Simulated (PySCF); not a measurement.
**Question.** Write Cartesian coordinates for InChI=1S/C5H7Cl/c1-2-3-4-5-6/h3H,1,4-5H2 as optimised with GFN2-xTB.

**Answer.** 
```xyz
13
C5H7Cl angstrom
C      2.6225    0.5450    0.3387
C      1.5115   -0.1031    0.2027
C      0.3944   -0.7435    0.0490
C     -0.7619   -0.2294   -0.7642
C     -1.9824    0.0283    0.1098
Cl    -1.6487    1.3298    1.2875
H      2.7674    1.2568    1.1358
H      3.4542    0.3980   -0.3323
H      0.2397   -1.6941    0.5437
H     -1.0410   -0.9751   -1.5150
H     -0.4750    0.6898   -1.2768
H     -2.8354    0.3542   -0.4852
H     -2.2497   -0.8562    0.6885
```

Any rigid rotation of these coordinates is as good. Atoms count from 1 in this order. The C–C distances run from 1.293 Å (C1=C2, drawn double) to 1.523 Å (C4–C5, drawn single), a spread of 0.230 Å.

Bonds between heavy atoms (Å): C1=C2 1.293, C2=C3 1.297, C3–C4 1.504, C4–C5 1.523, C5–Cl6 1.787.

Structure optimised with GFN2-xTB, isolated species.

Point group: C1 (no symmetry element, even within 0.4 Å). Not checked by GFN2-xTB frequencies. One conformer, not necessarily the lowest (C2–C3–C4–C5 -116°, C3–C4–C5–Cl6 64°).

These are computed values.
